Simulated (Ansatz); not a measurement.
Cost and result for the atomization energy of C3H2S (6 atoms, 6 bonds).

```xyz
6

C     0.0218   -0.1296   -0.6178
C    -0.2678   -1.1923    0.1139
S    -0.0448    0.2667    1.2710
C     0.2763    1.1414   -0.3567
H    -1.1488   -1.8158    0.1261
H     1.1633    1.7296   -0.5365
```

Charge 0, multiplicity 1. All single points use the PBE0-D4/def2-TZVP geometry. Program: Ansatz. All runs use 2 threads of an Arm Neoverse V1 on a shared host. Times are those of one run each, without the atoms' runs, and a repeat can differ threefold. Electronic energies, without spin–orbit coupling; frozen cores. CCSD(T)/CBS adds CCSD(T) − MP2 in def2-TZVPP to the MP2 limit, and its time is that of the two runs behind it. T1 = 0.017. B3LYP takes the VWN-RPA correlation (the form of Gaussian; ORCA's B3LYP/G). HSE06 is the plane-wave form, built on full-range PBE exchange.

CCSD(T)/CBS is a level of theory with its own doubt, some kJ/mol a heavy atom from the limit and from the frozen cores, so smaller differences don't rank the functionals.

```json
{"level": "revPBE-D4/def2-TZVPP", "functions": "163", "wall time": "1.6 s"}
{"level": "BLYP-D4/def2-TZVPP", "functions": "163", "wall time": "1.6 s"}
{"level": "CCSD(T)/def2-SVP", "functions": "70", "wall time": "1.8 s"}
{"level": "PBE-D4/def2-TZVPP (with forces)", "functions": "163", "wall time": "2 s"}
{"level": "BHLYP-D4/def2-TZVPP", "functions": "163", "wall time": "2.2 s"}
{"level": "PBE0-D4/def2-TZVPP", "functions": "163", "wall time": "2.3 s"}
{"level": "HSE06-D4/def2-TZVPP", "functions": "163", "wall time": "2.5 s"}
{"level": "CAM-B3LYP-D4/def2-TZVPP", "functions": "163", "wall time": "2.8 s"}
{"level": "B3LYP-D4/def2-TZVPP (with forces)", "functions": "163", "wall time": "2.9 s"}
{"level": "ωB97X-V/def2-TZVPP", "functions": "163", "wall time": "6.5 s"}
{"level": "MP2/def2-QZVPP", "functions": "301", "wall time": "14 s"}
{"level": "CCSD(T)/def2-TZVPP", "functions": "163", "wall time": "28 s"}
{"level": "CCSD(T)/CBS(def2)", "functions": "–", "wall time": "42 s"}
```

Problem. What atomization energy does each give, and how far from CCSD(T)/CBS? (Best estimate.)

Solution. The calculation gave: 
```tsv
level	atomization (kcal/mol)	difference from CCSD(T)/CBS	per bond
revPBE-D4/def2-TZVPP	568.2	18.7	3.1
BLYP-D4/def2-TZVPP	557.6	8.1	1.1
CCSD(T)/def2-SVP	510.4	-39.1	-6.5
PBE-D4/def2-TZVPP (with forces)	587.2	37.7	6.3
BHLYP-D4/def2-TZVPP	517.9	-31.6	-5.3
PBE0-D4/def2-TZVPP	564.3	14.8	2.5
HSE06-D4/def2-TZVPP	565.1	15.6	2.6
CAM-B3LYP-D4/def2-TZVPP	546.5	-3.0	-0.5
B3LYP-D4/def2-TZVPP (with forces)	549.9	0.4	0.0
ωB97X-V/def2-TZVPP	549.7	0.2	0.0
MP2/def2-QZVPP	567.9	18.4	3.1
CCSD(T)/def2-TZVPP	529.9	-19.6	-3.3
CCSD(T)/CBS(def2)	549.5	0.0	0.0
```

The D4 term adds +5.1 kcal/mol with B3LYP and +2.6 kcal/mol with PBE0; it sums over pairs of atoms, weighted by their polarisabilities, and B3LYP, whose exchange is more repulsive, gets the larger term. From PBE to PBE0 (25 % exact exchange), in def2-TZVPP and without D4, the atomization energy moves by −22.4 kcal/mol: exact exchange takes away binding that semilocal exchange gives to molecules. At CCSD(T), def2-SVP lies −39.1 kcal/mol from the extrapolated value and def2-TZVPP −19.7 kcal/mol: correlation converges slowly with the basis, and small sets miss more of it in the bonded molecule than in its fragments.
